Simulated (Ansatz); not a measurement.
# PF (triplet): wB97M-V, B2PLYP over vertical spin and charge gaps, def2-QZVPP

Aim: run PF (triplet) with these functionals over vertical spin and charge gaps, and hold them against the top wave-function level at the same points.

Method: def2-QZVPP, all electrons in the functionals, frozen cores in the correlation of double hybrids and RPA; program: Ansatz 0.2.0, Gaussian basis.

Plan: wB97M-V, B2PLYP, at charge 0, triplet; charge 0, singlet; charge 0, quintet; charge 1, doublet; charge 1, quartet.

2 further runs of the same task are left out: 2 set aside as unsound or not needed.

## Step 1: The system

The geometry is a PBE0/def2-TZVP stationary point (not a proven minimum).

2 atoms, charge 0, spin multiplicity 3.

Atoms are counted from 1 here; the program's logs count them from 0.

Bond lengths: F1–P2 1.593 Å.

No dispersion term is added; wB97M-V holds VV10 nonlocal correlation.

The geometry shown and the zero of energy belong to the point charge 0, triplet. The yardstick, UCCSD(T), and other wave-function levels (R restricted, U unrestricted, valence and pair active spaces) come from earlier runs.

## Step 2: wB97M-V, charge 0, triplet

in.yaml

```yaml
crystal:
  periodic: [false, false, false]
  atoms:
    - {symbol: F, position_ang: [0.000000, 0.000000, 0.000000]}
    - {symbol: P, position_ang: [0.000000, 0.000000, 1.593400]}
basis:
  gaussian: {orbitals: "def2-QZVPP.json"}
magnetization: {spin_polarized: true, initial_magnetization: 2}
hamiltonian: {xc: {name: wB97M-V}}
output: {orbitals: {seedname: orbitals}}
```

Launch:

```bash
$ ansatz run in.yaml --threads 1 --pin off --events-out ev --progress --plain --max-ram 2393MiB
```

The log of the run, cut to the lines that bear on the results:

```text
Functional definition: wB97M-V
  name "wB97M-V"
  cite "Mardirossian & Head-Gordon, J. Chem. Phys. 144, 214110 (2016) doi:10.1063/1.4952647"
  cite "Becke, J. Chem. Phys. 107, 8554 (1997) doi:10.1063/1.475007"
  cite "Vydrov & Van Voorhis, J. Chem. Phys. 133, 244103 (2010) doi:10.1063/1.3521275"
  # Of w^i u^j: cxij and so on, Table III.
[...]
  gx(w, u) = 1 - cx + cx01*u + cx10*w
  gss(w, u) = css00 + css04*u^4 + css10*w + css20*w^2 + css43*w^4*u^3
  gos(w, u) = cos00 + cos10*w + (cos20 + cos21*u)*w^2 + (cos60 + cos61*u)*w^6
[...]
      + integral(e_c_pw_mod_opposite_spin*gos(b97_w_opposite, b97_u_opposite)) + vv10(b, c)
529 factors; their error is unknown
90 factors; integrals over basis functions are off by at most 6.5e-5 eV
[...]
mean field -12005.12511821 eV, -441.1802107282 hartree, gradient 8.1e-5 eV, S^2 2.002852; 0 other end points of the search recorded, 0 dependent functions left out
reference -12005.12514794 eV, -441.1802118206 hartree; 13, 11 occupied and 114, 116 virtual orbitals, 529 factors
Total energy: -12005.12514794 eV, -441.1802118206 hartree
```

It took 7.5 s on 1 thread of Arm Neoverse V1, shared host.

From the report: ⟨S²⟩ of the determinant 2.003 (pure triplet: 2.00).

## Step 3: wB97M-V, charge 0, singlet

in.yaml: that of step 2 with these lines changed.

```diff
@@ -7,3 +7,3 @@
   gaussian: {orbitals: "def2-QZVPP.json"}
-magnetization: {spin_polarized: true, initial_magnetization: 2}
+magnetization: {spin_polarized: true, initial_magnetization: 0}
 hamiltonian: {xc: {name: wB97M-V}}
```

Same command.

The log of the run, cut to the lines that bear on the results:

```text
Functional definition: wB97M-V
  name "wB97M-V"
  cite "Mardirossian & Head-Gordon, J. Chem. Phys. 144, 214110 (2016) doi:10.1063/1.4952647"
  cite "Becke, J. Chem. Phys. 107, 8554 (1997) doi:10.1063/1.475007"
  cite "Vydrov & Van Voorhis, J. Chem. Phys. 133, 244103 (2010) doi:10.1063/1.3521275"
  # Of w^i u^j: cxij and so on, Table III.
[...]
  gx(w, u) = 1 - cx + cx01*u + cx10*w
  gss(w, u) = css00 + css04*u^4 + css10*w + css20*w^2 + css43*w^4*u^3
  gos(w, u) = cos00 + cos10*w + (cos20 + cos21*u)*w^2 + (cos60 + cos61*u)*w^6
[...]
      + integral(e_c_pw_mod_opposite_spin*gos(b97_w_opposite, b97_u_opposite)) + vv10(b, c)
529 factors; their error is unknown
90 factors; integrals over basis functions are off by at most 6.5e-5 eV
[...]
mean field -12004.74983039 eV, -441.1664191553 hartree, gradient 1.4e-5 eV, S^2 1.005338; 4 other end points of the search recorded, 0 dependent functions left out
reference -12004.74986039 eV, -441.1664202578 hartree; 12, 12 occupied and 115, 115 virtual orbitals, 529 factors
Total energy: -12004.74986039 eV, -441.1664202578 hartree
```

It took 18 s on 1 thread of Arm Neoverse V1, shared host; peak memory 0.26 GiB.

From the report: ⟨S²⟩ of the determinant 1.005 (pure singlet: 0.00). The determinant is far from a pure spin state, so its energy mixes those of several spin states (harmless only where they are near-degenerate, as at dissociation).

From charge 0, triplet: +8.7 kcal/mol.

## Step 4: wB97M-V, charge 0, quintet

in.yaml: that of step 3 with these lines changed.

```diff
@@ -7,3 +7,3 @@
   gaussian: {orbitals: "def2-QZVPP.json"}
-magnetization: {spin_polarized: true, initial_magnetization: 0}
+magnetization: {spin_polarized: true, initial_magnetization: 4}
 hamiltonian: {xc: {name: wB97M-V}}
```

The command is unchanged.

The log of the run, cut to the lines that bear on the results:

```text
Functional definition: wB97M-V
  name "wB97M-V"
  cite "Mardirossian & Head-Gordon, J. Chem. Phys. 144, 214110 (2016) doi:10.1063/1.4952647"
  cite "Becke, J. Chem. Phys. 107, 8554 (1997) doi:10.1063/1.475007"
  cite "Vydrov & Van Voorhis, J. Chem. Phys. 133, 244103 (2010) doi:10.1063/1.3521275"
  # Of w^i u^j: cxij and so on, Table III.
[...]
  gx(w, u) = 1 - cx + cx01*u + cx10*w
  gss(w, u) = css00 + css04*u^4 + css10*w + css20*w^2 + css43*w^4*u^3
  gos(w, u) = cos00 + cos10*w + (cos20 + cos21*u)*w^2 + (cos60 + cos61*u)*w^6
[...]
      + integral(e_c_pw_mod_opposite_spin*gos(b97_w_opposite, b97_u_opposite)) + vv10(b, c)
529 factors; their error is unknown
90 factors; integrals over basis functions are off by at most 6.5e-5 eV
[...]
mean field -11997.39853073 eV, -440.8962638755 hartree, gradient 3.5e-5 eV, S^2 6.002640; 0 other end points of the search recorded, 0 dependent functions left out
reference -11997.39856038 eV, -440.8962649650 hartree; 14, 10 occupied and 113, 117 virtual orbitals, 529 factors
Total energy: -11997.39856038 eV, -440.8962649650 hartree
```

Wall time 8 s (1 thread of Arm Neoverse V1, shared host).

From the report: ⟨S²⟩ of the determinant 6.003 (pure quintet: 6.00).

From charge 0, triplet: +178.2 kcal/mol.

## Step 5: wB97M-V, charge 1, doublet

in.yaml: that of step 4 with these lines changed.

```diff
@@ -7,3 +7,4 @@
   gaussian: {orbitals: "def2-QZVPP.json"}
-magnetization: {spin_polarized: true, initial_magnetization: 4}
+total_charge: 1
+magnetization: {spin_polarized: true, initial_magnetization: 1}
 hamiltonian: {xc: {name: wB97M-V}}
```

Launched as before.

The log of the run, cut to the lines that bear on the results:

```text
Functional definition: wB97M-V
  name "wB97M-V"
  cite "Mardirossian & Head-Gordon, J. Chem. Phys. 144, 214110 (2016) doi:10.1063/1.4952647"
  cite "Becke, J. Chem. Phys. 107, 8554 (1997) doi:10.1063/1.475007"
  cite "Vydrov & Van Voorhis, J. Chem. Phys. 133, 244103 (2010) doi:10.1063/1.3521275"
  # Of w^i u^j: cxij and so on, Table III.
[...]
  gx(w, u) = 1 - cx + cx01*u + cx10*w
  gss(w, u) = css00 + css04*u^4 + css10*w + css20*w^2 + css43*w^4*u^3
  gos(w, u) = cos00 + cos10*w + (cos20 + cos21*u)*w^2 + (cos60 + cos61*u)*w^6
[...]
      + integral(e_c_pw_mod_opposite_spin*gos(b97_w_opposite, b97_u_opposite)) + vv10(b, c)
529 factors; their error is unknown
90 factors; integrals over basis functions are off by at most 6.5e-5 eV
[...]
mean field -11995.57245791 eV, -440.8291569373 hartree, gradient 5.3e-5 eV, S^2 0.752184; 0 other end points of the search recorded, 0 dependent functions left out
reference -11995.57248960 eV, -440.8291581019 hartree; 12, 11 occupied and 115, 116 virtual orbitals, 529 factors
Total energy: -11995.57248960 eV, -440.8291581019 hartree
```

Wall time 8.5 s (1 thread of Arm Neoverse V1, shared host).

From the report: ⟨S²⟩ of the determinant 0.752 (pure doublet: 0.75).

From charge 0, triplet: +220.3 kcal/mol.

## Step 6: wB97M-V, charge 1, quartet

in.yaml: that of step 5 with these lines changed.

```diff
@@ -8,3 +8,3 @@
 total_charge: 1
-magnetization: {spin_polarized: true, initial_magnetization: 1}
+magnetization: {spin_polarized: true, initial_magnetization: 3}
 hamiltonian: {xc: {name: wB97M-V}}
```

Same command.

The log of the run, cut to the lines that bear on the results:

```text
Functional definition: wB97M-V
  name "wB97M-V"
  cite "Mardirossian & Head-Gordon, J. Chem. Phys. 144, 214110 (2016) doi:10.1063/1.4952647"
  cite "Becke, J. Chem. Phys. 107, 8554 (1997) doi:10.1063/1.475007"
  cite "Vydrov & Van Voorhis, J. Chem. Phys. 133, 244103 (2010) doi:10.1063/1.3521275"
  # Of w^i u^j: cxij and so on, Table III.
[...]
  gx(w, u) = 1 - cx + cx01*u + cx10*w
  gss(w, u) = css00 + css04*u^4 + css10*w + css20*w^2 + css43*w^4*u^3
  gos(w, u) = cos00 + cos10*w + (cos20 + cos21*u)*w^2 + (cos60 + cos61*u)*w^6
[...]
      + integral(e_c_pw_mod_opposite_spin*gos(b97_w_opposite, b97_u_opposite)) + vv10(b, c)
529 factors; their error is unknown
90 factors; integrals over basis functions are off by at most 6.5e-5 eV
[...]
mean field -11990.79386811 eV, -440.6535470009 hartree, gradient 8.1e-5 eV, S^2 3.753490; 0 other end points of the search recorded, 0 dependent functions left out
reference -11990.79390000 eV, -440.6535481728 hartree; 13, 10 occupied and 114, 117 virtual orbitals, 529 factors
Total energy: -11990.79390000 eV, -440.6535481728 hartree
```

It took 7.5 s on 1 thread of Arm Neoverse V1, shared host.

From the report: ⟨S²⟩ of the determinant 3.753 (pure quartet: 3.75).

From charge 0, triplet: +330.5 kcal/mol.

## Step 7: B2PLYP, charge 0, triplet

in.yaml

```yaml
crystal:
  periodic: [false, false, false]
  atoms:
    - {symbol: F, position_ang: [0.000000, 0.000000, 0.000000]}
    - {symbol: P, position_ang: [0.000000, 0.000000, 1.593400]}
basis:
  gaussian: {orbitals: "def2-QZVPP.json"}
magnetization: {spin_polarized: true, initial_magnetization: 2}
hamiltonian: {xc: {name: B2PLYP}}
correlation: {electrons: outside_noble_gas}
```

The command is unchanged.

The log of the run, cut to the lines that bear on the results:

```text
Functional definition: B2PLYP
  name "B2PLYP"
  cite "Grimme, J. Chem. Phys. 124, 034108 (2006) doi:10.1063/1.2148954"
  cite "Becke, Phys. Rev. A 38, 3098 (1988) doi:10.1103/PhysRevA.38.3098"
  cite "Lee, Yang & Parr, Phys. Rev. B 37, 785 (1988) doi:10.1103/PhysRevB.37.785"
[...]
778 factors; integrals over basis functions are off by at most 1.1e-3 eV
[...]
mean field -11998.53901216 eV, -440.9381757951 hartree, gradient 2.2e-6 eV, S^2 2.013284; 0 other end points of the search recorded, 0 dependent functions left out
6 core orbitals not correlated: weight in the atoms' cores, before any rotation towards them, 1.000 or more for the frozen orbitals, at most 0.000 for the correlated occupied ones
reference -11998.53911894 eV, -440.9381797192 hartree; 7, 5 occupied and 114, 116 virtual orbitals, 778 factors
second order -12.48945087 eV of doubles, -0.00000000 eV of singles
Total energy: -12001.91127068 eV, -441.0621040098 hartree
```

Wall time 4.3 s (1 thread of Arm Neoverse V1, shared host).

From the report: ⟨S²⟩ of the determinant 2.013 (pure triplet: 2.00).

## Step 8: B2PLYP, charge 0, singlet

in.yaml: that of step 7 with these lines changed.

```diff
@@ -7,3 +7,3 @@
   gaussian: {orbitals: "def2-QZVPP.json"}
-magnetization: {spin_polarized: true, initial_magnetization: 2}
+magnetization: {spin_polarized: true, initial_magnetization: 0}
 hamiltonian: {xc: {name: B2PLYP}}
```

The command is unchanged.

The log of the run, cut to the lines that bear on the results:

```text
Functional definition: B2PLYP
  name "B2PLYP"
  cite "Grimme, J. Chem. Phys. 124, 034108 (2006) doi:10.1063/1.2148954"
  cite "Becke, Phys. Rev. A 38, 3098 (1988) doi:10.1103/PhysRevA.38.3098"
  cite "Lee, Yang & Parr, Phys. Rev. B 37, 785 (1988) doi:10.1103/PhysRevB.37.785"
[...]
778 factors; integrals over basis functions are off by at most 1.1e-3 eV
[...]
mean field -11998.24588617 eV, -440.9274036136 hartree, gradient 1.3e-6 eV, S^2 1.022524; 3 other end points of the search recorded, 0 dependent functions left out
6 core orbitals not correlated: weight in the atoms' cores, before any rotation towards them, 1.000 or more for the frozen orbitals, at most 0.000 for the correlated occupied ones
reference -11998.24599179 eV, -440.9274074952 hartree; 6, 6 occupied and 115, 115 virtual orbitals, 778 factors
second order -12.37747001 eV of doubles, -0.00000000 eV of singles
Total energy: -12001.58790870 eV, -441.0502206761 hartree
```

Wall time 9.5 s (1 thread of Arm Neoverse V1, shared host).

From the report: ⟨S²⟩ of the determinant 1.023 (pure singlet: 0.00). The determinant is far from a pure spin state, so its energy mixes those of several spin states (harmless only where they are near-degenerate, as at dissociation).

From charge 0, triplet: +7.5 kcal/mol.

## Step 9: B2PLYP, charge 0, quintet

in.yaml: that of step 8 with these lines changed.

```diff
@@ -7,3 +7,3 @@
   gaussian: {orbitals: "def2-QZVPP.json"}
-magnetization: {spin_polarized: true, initial_magnetization: 0}
+magnetization: {spin_polarized: true, initial_magnetization: 4}
 hamiltonian: {xc: {name: B2PLYP}}
```

The command is unchanged.

The log of the run, cut to the lines that bear on the results:

```text
Functional definition: B2PLYP
  name "B2PLYP"
  cite "Grimme, J. Chem. Phys. 124, 034108 (2006) doi:10.1063/1.2148954"
  cite "Becke, Phys. Rev. A 38, 3098 (1988) doi:10.1103/PhysRevA.38.3098"
  cite "Lee, Yang & Parr, Phys. Rev. B 37, 785 (1988) doi:10.1103/PhysRevB.37.785"
[...]
778 factors; integrals over basis functions are off by at most 1.1e-3 eV
[...]
mean field -11991.14813989 eV, -440.6665662489 hartree, gradient 2.9e-6 eV, S^2 6.005940; 0 other end points of the search recorded, 0 dependent functions left out
6 core orbitals not correlated: weight in the atoms' cores, before any rotation towards them, 1.000 or more for the frozen orbitals, at most 0.000 for the correlated occupied ones
reference -11991.14824780 eV, -440.6665702146 hartree; 8, 4 occupied and 113, 117 virtual orbitals, 778 factors
second order -11.53302521 eV of doubles, -0.00000000 eV of singles
Total energy: -11994.26216461 eV, -440.7810045465 hartree
```

It took 4.3 s on 1 thread of Arm Neoverse V1, shared host.

From the report: ⟨S²⟩ of the determinant 6.006 (pure quintet: 6.00).

From charge 0, triplet: +176.4 kcal/mol.

## Step 10: B2PLYP, charge 1, doublet

in.yaml: that of step 9 with these lines changed.

```diff
@@ -7,3 +7,4 @@
   gaussian: {orbitals: "def2-QZVPP.json"}
-magnetization: {spin_polarized: true, initial_magnetization: 4}
+total_charge: 1
+magnetization: {spin_polarized: true, initial_magnetization: 1}
 hamiltonian: {xc: {name: B2PLYP}}
```

Same command.

The log of the run, cut to the lines that bear on the results:

```text
Functional definition: B2PLYP
  name "B2PLYP"
  cite "Grimme, J. Chem. Phys. 124, 034108 (2006) doi:10.1063/1.2148954"
  cite "Becke, Phys. Rev. A 38, 3098 (1988) doi:10.1103/PhysRevA.38.3098"
  cite "Lee, Yang & Parr, Phys. Rev. B 37, 785 (1988) doi:10.1103/PhysRevB.37.785"
[...]
778 factors; integrals over basis functions are off by at most 1.1e-3 eV
[...]
mean field -11988.89022518 eV, -440.5835894136 hartree, gradient 5.8e-6 eV, S^2 0.759407; 2 other end points of the search recorded, 0 dependent functions left out
6 core orbitals not correlated: weight in the atoms' cores, before any rotation towards them, 1.000 or more for the frozen orbitals, at most 0.000 for the correlated occupied ones
reference -11988.89033333 eV, -440.5835933882 hartree; 6, 5 occupied and 115, 116 virtual orbitals, 778 factors
second order -12.45418387 eV of doubles, -0.00000000 eV of singles
Total energy: -11992.25296298 eV, -440.7071677484 hartree
```

Run time: 6.5 s. Hardware: 1 thread of Arm Neoverse V1, shared host; peak memory 0.28 GiB.

From the report: ⟨S²⟩ of the determinant 0.759 (pure doublet: 0.75).

From charge 0, triplet: +222.7 kcal/mol.

## Step 11: B2PLYP, charge 1, quartet

in.yaml: that of step 10 with these lines changed.

```diff
@@ -8,3 +8,3 @@
 total_charge: 1
-magnetization: {spin_polarized: true, initial_magnetization: 1}
+magnetization: {spin_polarized: true, initial_magnetization: 3}
 hamiltonian: {xc: {name: B2PLYP}}
```

Same command.

The log of the run, cut to the lines that bear on the results:

```text
Functional definition: B2PLYP
  name "B2PLYP"
  cite "Grimme, J. Chem. Phys. 124, 034108 (2006) doi:10.1063/1.2148954"
  cite "Becke, Phys. Rev. A 38, 3098 (1988) doi:10.1103/PhysRevA.38.3098"
  cite "Lee, Yang & Parr, Phys. Rev. B 37, 785 (1988) doi:10.1103/PhysRevB.37.785"
[...]
778 factors; integrals over basis functions are off by at most 1.1e-3 eV
[...]
mean field -11984.66554691 eV, -440.4283353508 hartree, gradient 4.2e-6 eV, S^2 3.758003; 3 other end points of the search recorded, 0 dependent functions left out
6 core orbitals not correlated: weight in the atoms' cores, before any rotation towards them, 1.000 or more for the frozen orbitals, at most 0.000 for the correlated occupied ones
reference -11984.66565578 eV, -440.4283393518 hartree; 7, 4 occupied and 114, 117 virtual orbitals, 778 factors
second order -11.15531955 eV of doubles, -0.00000000 eV of singles
Total energy: -11987.67759206 eV, -440.5390259685 hartree
```

Wall time 8.5 s (1 thread of Arm Neoverse V1, shared host); peak memory 0.28 GiB.

From the report: ⟨S²⟩ of the determinant 3.758 (pure quartet: 3.75).

From charge 0, triplet: +328.2 kcal/mol.

## Step 12: Against the wave-function levels

No level is safe as a reference over these points; UCCSD(T) serves as a yardstick only. It comes from earlier runs at the same points. Energies in kcal/mol, counted from charge 0, triplet; blanks weren't run or aren't comparable.

```tsv
level	triplet to singlet	triplet to quintet	ionisation to the doublet cation	ionisation to the quartet cation
UCCSD(T)		171.9	224.3	326.8
wB97M-V	8.7	178.2	220.3	330.5
B2PLYP	7.5	176.4	222.7	328.2
```

Largest miss and mean time a point (UCCSD(T) took 8 s a point; shared hosts):

```tsv
level	largest miss (kcal/mol)	where	time a point
wB97M-V	+6.3	triplet to quintet	9.8 s
B2PLYP	+4.5	triplet to quintet	6.6 s
```

## Step 13: Outcome

| quantity | value |
| --- | --- |
| triplet to quintet, UCCSD(T) | 171.9 kcal/mol |
| ionisation to the doublet cation, UCCSD(T) | 224.3 kcal/mol |
| ionisation to the quartet cation, UCCSD(T) | 326.8 kcal/mol |
| largest miss, wB97M-V | +6.3 kcal/mol (triplet to quintet) |
| largest miss, B2PLYP | +4.5 kcal/mol (triplet to quintet) |

In words: Misses are known at 3 of 4 points at best, and only functionals with that many are ranked. Of the functionals, B2PLYP keep the smallest largest miss at the points compared (at most 4.5 kcal/mol) and wB97M-V strays most (6.3 kcal/mol, at triplet to quintet). wB97M-V, B2PLYP clearly break the spin symmetry at some points (⟨S²⟩ up to 1.02 above the pure value), so energy there is bought with a mixed spin. Functionals and the yardstick converge differently with the basis, so part of each miss in def2-QZVPP is the basis. The yardstick itself may be off where one determinant is a poor start.
